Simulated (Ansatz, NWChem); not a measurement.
## Worked example: the enthalpy of formation of N2H3 (hydrazinyl radical)

N2H3 has 5 atoms, charge 0, and is taken as a doublet. As SMILES, `[NH]N`. The coordinates come from a PBE0-D4/def2-TZVP relaxation. This is one conformer, not always the lowest.

Total energies at UCCSD(T)/def2-TZVP, 2 core orbitals frozen (NWChem 7.3.0); the atoms run unrestricted:

| species | state | energy (Eh) |
| --- | --- | --- |
| N2H3 | doublet | -111.050643 |
| N | quartet | -54.515941 |
| H | doublet | -0.499810 |

Harmonic wavenumbers at UPBE0-D4/def2-TZVP, in cm⁻¹: 558, 706, 1145, 1284, 1486, 1668, 3451, 3514, 3657.

Measured heats of formation of the gaseous atoms at 298.15 K, in kJ/mol: N 472.4, H 218.0. Take 1 Eh = 2625.50 kJ/mol, 1 cm⁻¹ = 0.0119627 kJ/mol, RT = 2.479 kJ/mol.

Q: What heat of formation follows?

A: 
1. Electronic atomisation energy: 2 × (-54.515941) + 3 × (-0.499810) − (-111.050643) = 0.519331 Eh = 1363.5 kJ/mol.
2. Zero-point energy: half the sum of the wavenumbers, 8734.5 cm⁻¹ = 104.5 kJ/mol.
3. Thermal vibrational enthalpy, Σ hcν̃/(exp(hcν̃/kT) − 1): 0.9 kJ/mol. Translation, rotation and pV of a non-linear molecule: 4 RT = 9.9 kJ/mol.
4. The 5 free atoms carry 5/2 RT each: 31.0 kJ/mol.
5. Atomisation enthalpy at 298 K: 1363.5 − 104.5 − 0.9 − 9.9 + 31.0 = 1279.2 kJ/mol.
6. Sum of the atoms' heats of formation: 1598.8 kJ/mol. Heat of formation: 1598.8 − 1279.2 = +319.6 kJ/mol.

The tabulated value is +224.9 kJ/mol (Active Thermochemical Tables), so this level is off by +94.7 kJ/mol, or 6.9 % of the atomisation enthalpy that the table implies (1374.0 kJ/mol). Coupled cluster needs large bases for atomisation: in a finite one the molecule is underbound. Anharmonicity and any spin-orbit splitting of the molecule are left out, and cores are frozen in the wave-function part.
